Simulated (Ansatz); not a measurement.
# HAlGa, quartet: vertical spin and charge gaps

Geometry (PBE0/def2-TZVP stationary point for this spin, not checked as a minimum):

| atom | x (Å) | y (Å) | z (Å) |
| --- | --- | --- | --- |
| Al | 0.0000 | 0.0000 | 0.2539 |
| Ga | 0.0000 | 0.0000 | -2.0897 |
| H | 0.0000 | 0.0000 | 1.8358 |

Basis 6-31G (Cartesian d functions); Ansatz 0.2.0. Only valence electrons are correlated (noble-gas cores and the filled d shells of p-block atoms frozen). R marks a restricted (for open shells ROHF) determinant. Active spaces: valence = (7e, 9o) chosen from the atoms' valence shells. No spin–orbit coupling is included, and no scalar relativity.

Gaps are energies of the second state less the first, at fixed atoms, for a selection of the levels run; each method lands on the state that its own search finds for that charge and spin.

HF rows are the lowest solutions found. Coupled cluster chose its determinant by trial CCSD, here up to 0.28 eV above the lowest Hartree–Fock solution of its kind, and MP2 stands on that determinant too.

Sextet less quartet: 6.158 eV at full CI (quartet A2, sextet B2, in C2v).

```
                   level  gap (eV)  error (meV)
                     RHF     5.426         -732
                    RMP2     6.110          -48
                   RCCSD     6.163            5
                RCCSD(T)     6.174           16
                 BCCD(T)     6.166            8
                  RCCSDT     6.154           -4
               RCCSDT(Q)     6.157           -1
  CASSCF (valence space)     6.082          -76
  NEVPT2 (valence space)     6.156           -2
  MRCISD (valence space)     6.167            9
MRCISD+Q (valence space)     6.169           11
                  r2SCAN     6.420          262
                    PBE0     6.535          377
                   B3LYP     6.825          667
                  B2PLYP     6.690          532
                 RPA-PBE     6.096          -62
```

Doublet less quartet: -0.088 eV at full CI (quartet A2, doublet B1, in C2v).

| level | gap (eV) | error (meV) |
| --- | --- | --- |
| RHF | 0.085 | 173 |
| RMP2 | 0.024 | 112 |
| RCCSD | -0.093 | -5 |
| RCCSD(T) | -0.089 | -1 |
| BCCD(T) | -0.089 | -1 |
| RCCSDT | -0.091 | -3 |
| RCCSDT(Q) | -0.089 | -1 |
| CASSCF (valence space) | -0.034 | 54 |
| NEVPT2 (valence space) | -0.069 | 19 |
| MRCISD (valence space) | -0.086 | 2 |
| MRCISD+Q (valence space) | -0.088 | 0 |
| BLYP | -0.533 | -445 |
| B3LYP | -0.531 | -443 |
| wB97M-V | -0.651 | -563 |

Wrong sign: RHF, RMP2.

Removing an electron, to the quintet: 10.817 eV at full CI (quartet A2, quintet ion A2, in C2v).

```
                            level  gap (eV)  error (meV)
                             RMP2    10.876           59
                           RCCSD*    10.847           30
                        RCCSD(T)*    10.831           14
                         BCCD(T)*    10.841           24
                          RCCSDT*    10.821            4
                       RCCSDT(Q)*    10.818            1
           CASSCF (valence space)    10.595         -222
           NEVPT2 (valence space)    10.745          -72
           MRCISD (valence space)    10.811           -6
         MRCISD+Q (valence space)    10.817            0
MRCISD+Q(relaxed) (valence space)    10.818            1
                              PBE    11.495          678
                           r2SCAN    11.469          652
                             PBE0    11.583          766
                            B3LYP    11.702          885
                          wB97M-V    11.828         1011
                           B2PLYP    11.391          574
                          RPA-PBE    10.784          -33
```

An asterisk marks runs whose energy the program itself flagged as in doubt.

Removing an electron, to the triplet: 6.626 eV at full CI (quartet A2, triplet ion B1, in C2v).

```json
{"level": "RHF", "gap (eV)": "6.326", "error (meV)": "-300"}
{"level": "RMP2", "gap (eV)": "6.618", "error (meV)": "-8"}
{"level": "RCCSDT(Q)", "gap (eV)": "6.624", "error (meV)": "-2"}
{"level": "MRCISD (valence space)", "gap (eV)": "6.619", "error (meV)": "-7"}
{"level": "PBE", "gap (eV)": "7.040", "error (meV)": "414"}
{"level": "r2SCAN", "gap (eV)": "7.155", "error (meV)": "529"}
{"level": "PBE0", "gap (eV)": "7.020", "error (meV)": "394"}
{"level": "B3LYP", "gap (eV)": "6.893", "error (meV)": "267"}
{"level": "wB97M-V", "gap (eV)": "6.730", "error (meV)": "104"}
{"level": "B2PLYP", "gap (eV)": "6.716", "error (meV)": "90"}
```

In so small a basis the reference is far from its limit while semilocal and hybrid functionals are nearer theirs (RPA and double hybrids share much of the reference's basis error), so the functionals' errors here hold much of the reference's basis and frozen-core error, which can add to them or hide them.

Full CI is exact within this basis and frozen core; it isn't the basis-set limit.
